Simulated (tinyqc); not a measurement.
Worked calculation: Born-Oppenheimer dynamics on the UHF/sto-3g surface (energies and gradients from PySCF), for BH, spin multiplicity 3. Computed by tinyqc, a small Python program that keeps every step (integrals from PySCF). Settings: charge = 0, multiplicity = 3, basis = sto-3g, time step (fs) = 0.2, steps = 24. Command: `OMP_NUM_THREADS=1 python tinyqc.py 30188 30189 out.jsonl` (the two numbers bound the seeds that draw the settings). One thread of a shared host (Intel(R) Xeon(R) Processor @ 2.60GHz), about 2 s of CPU time with the checks.

positions (bohr), order 1B, 2H:
$$\begin{pmatrix}
0.000000 & 0.000000 & 0.000000 \\
0.000000 & 0.000000 & 2.269561
\end{pmatrix}$$

The total energy should stay constant up to terms of order dt^2; the step counts as short enough if it moves by less than 2 % of the largest kinetic energy.

Trajectory:
```
time (fs)  1B-2H (angstrom)  potential (hartree)  kinetic (hartree)  total (hartree)
0.000000           1.201000         -24.75016533         0.00005730     -24.75010803
0.200000           1.200591         -24.75018746         0.00007936     -24.75010810
0.400000           1.199570         -24.75024191         0.00013364     -24.75010827
0.600000           1.197950         -24.75032601         0.00021749     -24.75010853
0.800000           1.195750         -24.75043564         0.00032677     -24.75010887
1.000000           1.192999         -24.75056531         0.00045603     -24.75010928
1.200000           1.189729         -24.75070846         0.00059871     -24.75010975
1.400000           1.185984         -24.75085768         0.00074742     -24.75011025
1.600000           1.181811         -24.75100503         0.00089427     -24.75011077
1.800000           1.177264         -24.75114248         0.00103121     -24.75011127
2.000000           1.172406         -24.75126221         0.00115049     -24.75011172
2.200000           1.167301         -24.75135714         0.00124503     -24.75011211
2.400000           1.162022         -24.75142131         0.00130890     -24.75011240
2.600000           1.156644         -24.75145029         0.00133770     -24.75011258
2.800000           1.151245         -24.75144155         0.00132893     -24.75011262
3.000000           1.145907         -24.75139477         0.00128225     -24.75011252
3.200000           1.140710         -24.75131193         0.00119967     -24.75011226
3.400000           1.135737         -24.75119741         0.00108555     -24.75011186
3.600000           1.131067         -24.75105780         0.00094646     -24.75011134
3.800000           1.126776         -24.75090160         0.00079087     -24.75011073
4.000000           1.122937         -24.75073872         0.00062865     -24.75011007
4.200000           1.119615         -24.75057984         0.00047044     -24.75010940
4.400000           1.116866         -24.75043566         0.00032689     -24.75010878
4.600000           1.114740         -24.75031610         0.00020785     -24.75010825
4.800000           1.113273         -24.75022953         0.00012166     -24.75010787
```

Is the time step short enough?

Yes. The total energy moves within 4.8e-06 hartree, under 2 % of the largest kinetic energy.
